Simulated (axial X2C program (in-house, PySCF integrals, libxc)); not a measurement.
**Bond lengths and stretching modes, held linear, of HPH⁻**

Calculated with an in-house all-electron X2C program for linear molecules (integrals from PySCF): two-component X2C with atomic mean-field Coulomb and Gaunt terms, Gaussian nuclei, basis H dyall-v3z, P dyall-v3z with contracted cores. Spin-free rows use the one-electron spin-free X2C Hamiltonian.

Masses H 1.008, P 30.974, H 1.008 u. States: 2c Ω = 0 (all partner blocks equally filled); spin-free M_S = 0, Λ = 0 (closed shell).

PBE, 2c: energies above the lowest point

```json
{"r(H–P) (Å)": "1.3387", "r(P–H) (Å)": "1.3387", "E (meV)": "43.93"}
{"r(H–P) (Å)": "1.3387", "r(P–H) (Å)": "1.3730", "E (meV)": "22.25"}
{"r(H–P) (Å)": "1.3387", "r(P–H) (Å)": "1.4073", "E (meV)": "31.28"}
{"r(H–P) (Å)": "1.3730", "r(P–H) (Å)": "1.3387", "E (meV)": "22.25"}
{"r(H–P) (Å)": "1.3730", "r(P–H) (Å)": "1.3730", "E (meV)": "0.00"}
{"r(H–P) (Å)": "1.3730", "r(P–H) (Å)": "1.4073", "E (meV)": "8.42"}
{"r(H–P) (Å)": "1.3730", "r(P–H) (Å)": "1.4417", "E (meV)": "42.95"}
{"r(H–P) (Å)": "1.4073", "r(P–H) (Å)": "1.3387", "E (meV)": "31.28"}
{"r(H–P) (Å)": "1.4073", "r(P–H) (Å)": "1.3730", "E (meV)": "8.42"}
{"r(H–P) (Å)": "1.4073", "r(P–H) (Å)": "1.4073", "E (meV)": "16.22"}
{"r(H–P) (Å)": "1.4417", "r(P–H) (Å)": "1.3730", "E (meV)": "42.95"}
{"r(H–P) (Å)": "1.4417", "r(P–H) (Å)": "1.4417", "E (meV)": "83.27"}
```

**Question.** Fit a quadratic surface with cubic terms in each bond: where is the minimum, and what are the two stretching wavenumbers?

**Answer.** At PBE, 2c: bonds 1.380 and 1.380 Å; harmonic stretches 2581.2 and 2721.0 cm⁻¹; force constants 4.04, 4.04 and coupling -0.09 mdyn/Å.

The other levels and Hamiltonians give:

```json
{"Hamiltonian": "2c", "level": "PBE0", "r(H–P) (Å)": "1.372", "r(P–H) (Å)": "1.372", "lower stretch (cm⁻¹)": "2650.0", "upper stretch (cm⁻¹)": "2790.2"}
{"Hamiltonian": "2c", "level": "HF", "r(H–P) (Å)": "1.362", "r(P–H) (Å)": "1.362", "lower stretch (cm⁻¹)": "2746.8", "upper stretch (cm⁻¹)": "2891.7"}
{"Hamiltonian": "2c", "level": "MP2", "r(H–P) (Å)": "1.368", "r(P–H) (Å)": "1.368", "lower stretch (cm⁻¹)": "2674.4", "upper stretch (cm⁻¹)": "2818.3"}
{"Hamiltonian": "spin-free", "level": "PBE0", "r(H–P) (Å)": "1.372", "r(P–H) (Å)": "1.372", "lower stretch (cm⁻¹)": "2650.4", "upper stretch (cm⁻¹)": "2790.7"}
{"Hamiltonian": "spin-free", "level": "HF", "r(H–P) (Å)": "1.362", "r(P–H) (Å)": "1.362", "lower stretch (cm⁻¹)": "2747.1", "upper stretch (cm⁻¹)": "2892.2"}
{"Hamiltonian": "spin-free", "level": "PBE", "r(H–P) (Å)": "1.380", "r(P–H) (Å)": "1.380", "lower stretch (cm⁻¹)": "2581.7", "upper stretch (cm⁻¹)": "2721.6"}
{"Hamiltonian": "spin-free", "level": "MP2", "r(H–P) (Å)": "1.368", "r(P–H) (Å)": "1.368", "lower stretch (cm⁻¹)": "2674.8", "upper stretch (cm⁻¹)": "2818.8"}
```

Each state is one determinant, the lowest of a limited PBE0 search; the stretches come from a fit to these few points and carry an uncertainty of a few per cent. Other orders of the atoms were not compared. MP2 freezes inner shells (threshold -2 hartree). For an anion the highest level of a functional can be positive, and the basis then holds the extra electron. The molecule was held linear; bending was not examined, so a bent shape may lie lower. Hydrosulfides and their kin are strongly bent in nature, so this linear model does not describe the real molecule.
